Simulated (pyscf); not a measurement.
F–SiH₂• + ammonia (NH₃) → F–SiH₃ + amino radical (NH₂•) (hydrogen abstraction; doublet surface; H–N broken, H–Si formed). Structures and frequencies: ωB97X-D3(BJ)/def2-SVP in PySCF. Correlated levels are frozen-core, on RHF or UHF. ΔMP2 is the change of the MP2 total energy from the triple- to the quadruple-zeta basis. Rate constants from transition-state theory, CCSD(T)/def2-TZVPP + ΔMP2(QZVPP) energies (ideal gas, 1 atm, RRHO with modes under 100 cm⁻¹ raised to 100, one conformer, R ln 2 for rigid chiral ones; no tunnelling), k in cm³ molecule⁻¹ s⁻¹.

```
T (K)  1000/T  log10 k
-----  ------  -------
298     3.354   -27.05
600     1.667   -19.36
900     1.111   -16.59
1200    0.833        ?
```

Q: Fit an Arrhenius line to the three values, give the activation energy, and predict k at 1200 K.

A: Least squares gives log10 k = -11.52 − 4.64 × 1000/T, so Ea = 4.64 × ln 10 × 1.987 = 21.2 kcal/mol, against an electronic barrier of 22.5. At 1200 K the line gives -15.39; the computed value is -15.04 (ΔG‡ = 53.0 kcal/mol), a factor 2.2 over the line, since the plot is curved. One saddle was located; it need not be the lowest between these sides. The angle at the transferred H is 154°. The CCSD(T) − MP2 part came from Ansatz, without density fitting, on the same reference.
